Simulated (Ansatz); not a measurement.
# H₃Ge–NH₂, singlet: reading a ladder of total energies

Geometry: displaced at random from a stationary point.

```yaml
atoms:
  - { symbol: Ge, position_ang: [-0.0074, 0.0019, 0.3183] }
  - { symbol: N, position_ang: [0.0950, -0.0142, -1.5334] }
  - { symbol: H, position_ang: [0.7598, -1.2211, 0.7519] }
  - { symbol: H, position_ang: [0.6570, 1.2485, 0.7817] }
  - { symbol: H, position_ang: [-1.5479, -0.0016, 0.8040] }
  - { symbol: H, position_ang: [-0.3504, -0.8327, -1.9889] }
  - { symbol: H, position_ang: [-0.3046, 0.8670, -1.9814] }
```

Basis cc-pVDZ; Ansatz 0.2.0. Only valence electrons are correlated (noble-gas cores and the filled d shells of p-block atoms frozen), which leaves 14 electrons in 51 orbitals. Prefix R: restricted or restricted open-shell reference. No spin–orbit coupling is included, and no scalar relativity.

Full CI isn't at hand for all of this; RCCSDT(Q) serves as the reference, and is uncertain by about the last step of the cluster series.

Runs differ by some tens of microhartree through their thresholds, so steps under 0.03 kcal/mol mean nothing.

```
    level  total energy (hartree)
      RHF            -2132.685250
     RMP2            -2132.967908
    RCCSD            -2133.001919
 RCCSD(T)            -2133.009233
   RCCSDT            -2133.009934
RCCSDT(Q)            -2133.010544
```

Question: What is the correlation energy at RCCSDT(Q), and what share of it do RMP2 and RCCSD(T) recover?

Answer: E(corr) = -2133.010544 − (-2132.685250) = -0.325294 hartree = -8.852 eV. RMP2: -0.282658 / -0.325294 = 86.89 %. RCCSD(T): -0.323983 / -0.325294 = 99.60 %.

Question: By how many kcal/mol does RCCSD(T) miss RCCSDT(Q) (1 hartree = 627.509 kcal/mol), and which steps make up the rest?

Answer: -2133.009233 − (-2133.010544) = 0.001311 hartree = 0.82 kcal/mol. Steps: RCCSDT − RCCSD(T) = -0.44, RCCSDT(Q) − RCCSDT = -0.38 kcal/mol. Differences between like states or geometries often cancel part of this.
